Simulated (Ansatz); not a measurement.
Born–Oppenheimer molecular dynamics of Al2ClH2 (5 atoms, charge 0, multiplicity 2). It starts from a relaxed structure.

These are results of UKS PBE0-D4/def2-SVP (Ansatz), not measurements.

| Item | Value |
| --- | --- |
| ensemble | NVT, Langevin thermostat |
| time step | 0.5 fs |
| steps asked | 300 |
| set temperature | 2000 K |
| friction | 0.001 /fs |
| seed | 896180 |

Frames 5 fs apart, positions in Å, forces in eV/Å.

Velocities at 55.0 fs (Å/ps):

```
Al -2.65 14.75 -5.98
Al 4.98 -1.00 -1.04
Cl -1.38 -5.66 3.25
H -15.54 17.50 37.52
H -16.72 -8.25 -39.58
```

```xyz
5
Properties=species:S:1:pos:R:3:forces:R:3 time_fs=55.0 energy_less_start_eV=0.349 T=1060
Al -1.391 0.389 -1.065 0.61 -0.35 0.08
Al 0.778 -0.525 0.102 -0.29 2.46 -0.14
Cl 1.888 1.485 0.387 -0.73 -1.65 -0.14
H -2.926 0.814 -0.935 -0.02 0.03 0.17
H 1.496 -1.879 -0.072 0.44 -0.50 0.02
5
Properties=species:S:1:pos:R:3:forces:R:3 time_fs=60.0 energy_less_start_eV=0.354 T=1015
Al -1.404 0.463 -1.094 0.08 -0.24 0.40
Al 0.801 -0.523 0.097 -0.24 1.46 -0.52
Cl 1.878 1.453 0.403 -0.49 -1.45 -0.10
H -2.965 0.886 -0.742 0.52 -0.12 -0.03
H 1.454 -1.953 -0.269 0.14 0.35 0.24
5
Properties=species:S:1:pos:R:3:forces:R:3 time_fs=65.0 energy_less_start_eV=0.338 T=983
Al -1.411 0.534 -1.117 0.35 -0.37 0.55
Al 0.824 -0.505 0.089 -0.62 0.94 -0.83
Cl 1.866 1.412 0.422 -0.14 -0.97 0.00
H -2.898 0.944 -0.577 0.24 -0.03 -0.08
H 1.427 -1.940 -0.384 0.17 0.44 0.36
5
Properties=species:S:1:pos:R:3:forces:R:3 time_fs=70.0 energy_less_start_eV=0.332 T=997
Al -1.411 0.602 -1.131 0.77 -0.54 0.51
Al 0.845 -0.482 0.072 -1.35 1.01 -0.85
Cl 1.854 1.366 0.443 0.28 -0.25 0.16
H -2.785 1.035 -0.434 -0.19 0.10 0.02
H 1.434 -1.844 -0.417 0.49 -0.32 0.16
5
Properties=species:S:1:pos:R:3:forces:R:3 time_fs=75.0 energy_less_start_eV=0.329 T=1045
Al -1.408 0.664 -1.141 0.34 -0.41 0.78
Al 0.855 -0.453 0.048 -1.52 -0.18 -1.17
Cl 1.844 1.320 0.465 0.74 0.72 0.40
H -2.721 1.144 -0.271 0.21 -0.04 -0.26
H 1.558 -1.798 -0.410 0.22 -0.08 0.25
5
Properties=species:S:1:pos:R:3:forces:R:3 time_fs=80.0 energy_less_start_eV=0.357 T=904
Al -1.401 0.720 -1.148 0.27 -0.37 0.83
Al 0.849 -0.424 0.011 -1.37 -1.49 -1.43
Cl 1.837 1.279 0.489 1.13 1.61 0.67
H -2.628 1.241 -0.162 0.27 -0.10 -0.35
H 1.712 -1.770 -0.329 -0.29 0.35 0.29
5
Properties=species:S:1:pos:R:3:forces:R:3 time_fs=85.0 energy_less_start_eV=0.341 T=1000
Al -1.388 0.770 -1.149 0.84 -0.64 0.27
Al 0.829 -0.407 -0.036 -1.25 -1.49 -1.26
Cl 1.835 1.248 0.524 1.14 1.95 0.79
H -2.494 1.274 -0.132 -0.33 0.17 0.14
H 1.818 -1.676 -0.170 -0.41 0.01 0.06
5
Properties=species:S:1:pos:R:3:forces:R:3 time_fs=90.0 energy_less_start_eV=0.317 T=1167
Al -1.365 0.812 -1.146 0.96 -0.67 -0.07
Al 0.799 -0.403 -0.094 -0.80 -0.81 -0.78
Cl 1.841 1.226 0.569 0.75 1.62 0.63
H -2.409 1.318 -0.101 -0.53 0.26 0.37
H 1.847 -1.598 -0.015 -0.37 -0.39 -0.15
5
Properties=species:S:1:pos:R:3:forces:R:3 time_fs=95.0 energy_less_start_eV=0.260 T=1313
Al -1.333 0.858 -1.131 0.01 -0.10 0.47
Al 0.758 -0.406 -0.157 0.09 -0.19 0.07
Cl 1.858 1.211 0.622 0.14 0.78 0.16
H -2.405 1.453 -0.022 0.27 -0.19 -0.36
H 1.773 -1.617 0.129 -0.51 -0.30 -0.34
5
Properties=species:S:1:pos:R:3:forces:R:3 time_fs=100.0 energy_less_start_eV=0.217 T=1392
Al -1.297 0.901 -1.112 -0.22 0.15 0.26
Al 0.717 -0.411 -0.216 0.56 0.36 0.76
Cl 1.874 1.196 0.673 -0.30 -0.02 -0.29
H -2.353 1.549 -0.019 0.30 -0.25 -0.34
H 1.567 -1.706 0.169 -0.33 -0.24 -0.39
5
Properties=species:S:1:pos:R:3:forces:R:3 time_fs=105.0 energy_less_start_eV=0.237 T=1387
Al -1.266 0.945 -1.090 0.37 -0.12 -0.72
Al 0.681 -0.412 -0.274 0.83 0.39 1.25
Cl 1.883 1.181 0.721 -0.55 -0.66 -0.63
H -2.228 1.578 -0.053 -0.51 0.24 0.49
H 1.270 -1.857 0.123 -0.14 0.14 -0.39
5
Properties=species:S:1:pos:R:3:forces:R:3 time_fs=110.0 energy_less_start_eV=0.349 T=1384
Al -1.230 0.987 -1.073 -0.18 0.36 -0.54
Al 0.652 -0.411 -0.327 0.97 0.03 1.55
Cl 1.890 1.161 0.765 -0.70 -1.12 -0.88
H -2.184 1.609 0.025 -0.23 0.05 0.18
H 0.935 -2.002 -0.018 0.14 0.67 -0.31
```

Of the whole run (150 fs, mean temperature of the second half 1164 K): The mean temperature of the second half is 42 % below the set value. A run of 0.15 ps of so small a system gives no equilibrium averages.

Run time: 12 min on 1 CPU thread of a shared host.
